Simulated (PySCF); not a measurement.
Molecule (SMILES): ClC=C.
Geometry (B3LYP-D3(BJ)/def2-TZVP, fixed):
```
C
C 1 1.3205
H 1 1.0805 2 123.94
H 2 1.0811 1 122.25 3 180.00
H 2 1.0820 4 118.23 1 180.00
Cl 1 1.7376 3 112.62 2 180.00
```

How fast the mean static polarisability converges with the basis for several methods (PySCF): deviation from each method's own reference, in %. References: HF 40.26 bohr³, the value in aug-pcseg-2; PBE 42.60 bohr³, the value in aug-pcseg-2; PBE0 41.25 bohr³, the value in aug-pcseg-2. All functions are spherical. Density fitting with generated auxiliary sets. In sets without p functions on hydrogen, species with hydrogen take exact integrals. No added dispersion term, no relativity. 

```tsv
basis	functions	HF	PBE	PBE0
3-21G	37	-35.7	…	-37.5
6-31G**	61	-27.4	…	-28.7
6-31+G*	64	-15.5	…	-15.7
def2-SVPD	91	-3.2	…	-3.0
6-311+G**	92	-13.9	…	-14.1
6-311++G(2d,2p)	119	-7.3	…	-7.5
cc-pV(T+d)Z	141	-13.5	…	-14.1
6-311++G(3df,3pd)	179	-1.6	…	-1.7
aug-pcseg-2	211	0.0	…	0.0
cc-pV(Q+d)Z	264	-6.6	…	-7.0
def2-QZVPP	274	-5.0	…	-5.3
def2-QZVPPD	304	0.2	…	0.3
```

**Question.** Fill in the missing entries.

**Answer.** 
- 3-21G, PBE: -38.7
- 6-31G**, PBE: -30.0
- 6-31+G*, PBE: -15.3
- def2-SVPD, PBE: -3.3
- 6-311+G**, PBE: -14.0
- 6-311++G(2d,2p), PBE: -7.7
- cc-pV(T+d)Z, PBE: -15.2
- 6-311++G(3df,3pd), PBE: -2.0
- aug-pcseg-2, PBE: 0.0
- cc-pV(Q+d)Z, PBE: -8.0
- def2-QZVPP, PBE: -6.0
- def2-QZVPPD, PBE: 0.2

Mean absolute deviation over 6-311+G**, 6-311++G(2d,2p), cc-pV(T+d)Z, 6-311++G(3df,3pd): HF 9.1, PBE0 9.3, PBE 9.7 %.
